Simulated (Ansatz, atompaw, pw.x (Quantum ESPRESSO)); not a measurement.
**W: one change to the PAW (atompaw) potential, in the atom and in the bcc crystal**

```
Element                 : tungsten (W)
Generator               : atompaw 4.2.0.5
Type                    : PAW
Functional              : PBE
Relativity              : scalar-relativistic
Frozen core             : [Kr] 4d10
Valence charge          : 28
Reference configuration : 4f13 5s2 5p6 5d5 6s2 6p0
Partial waves           : 5s (bound); 6s (bound); 5p (bound); 6p (bound, empty); 5d (bound); 5d channel at 2.6 Ry; 4f (bound); 4f channel at -2.5 Ry
Local potential         : troulliermartins scheme with l = 4 at -0.5 Ry, radius 2.20 bohr
Core correction         : smooth core density matched at 1.25 bohr
Augmentation charge     : sinc compensation charge, radius 2.10 bohr; PAW radius 2.45 bohr; waves and projectors: bloechl
```

Change: all radii scaled by about 1.21 (s 1.56, p 2.24, d 2.96, f 1.08 bohr); local potential troulliermartins scheme with l = 4 at -0.5 Ry, radius 2.66 bohr; augmentation sinc compensation charge, radius 2.54 bohr; PAW radius 2.96 bohr; waves and projectors: bloechl; core correction smooth core density matched at 1.50 bohr.

Cutoffs, loose and tight: the cutoffs (Ry, on a coarse ladder) from which the occupation-weighted sum of valence levels, in a spherical-Bessel basis at the reference potential, stays within 10 and 1 mRy of its value at 400 Ry. They see the waves, projectors and local potential, not the compensation charge or the core.

Crystal test: bcc W in pw.x 7.5, no spin, 14³ k-points, Fermi–Dirac smearing 0.01 Ry, cutoffs set for each file from its atomic test. The reference is all-electron LAPW (Ansatz 0.2.0) with the same functional, mesh and smearing; V0 and B0 come from Birch–Murnaghan fits to the pressures at five volumes. Errors are pseudo minus all-electron; Δ is the rms difference of the E(V) curves that follow from these fits, minima aligned, over ±6 % about the mean V0. Mesh and smearing are coarse, so the numbers serve the comparison and aren't converged zero-temperature values; the lattice is a test structure that the element need not adopt.

All-electron: a0 = 3.184 Å (V0 = 16.15 Å³/atom), B0 = 300.6 GPa.

Problem. Does the change bring the crystal closer to the all-electron result?

Solution. The mean pressure error goes from +0.51 to +3.29 GPa, so the change moves the solid further from the all-electron pressures.

```tsv
quantity	base	changed
outcome (atom)	generated	generated
cutoff, loose (atom)	50 Ry	35 Ry
cutoff, tight (atom)	70 Ry	45 Ry
bound ghosts (atom)	none	none
cutoffs in pw.x (Ry)	85/850	55/550
a0 (Å)	3.186	3.196
a0 error (%)	+0.05	+0.36
B0 error (%)	+0.4	-1.7
Δ (meV/atom)	1.8	11.3
mean pressure error (GPa)	+0.51	+3.29
```

Changed file: The largest radius (2.96 bohr) exceeds half the bond length (2.60 bohr), so the spheres overlap, which is one possible source of error among others. The atomic cutoffs weigh occupied waves only.
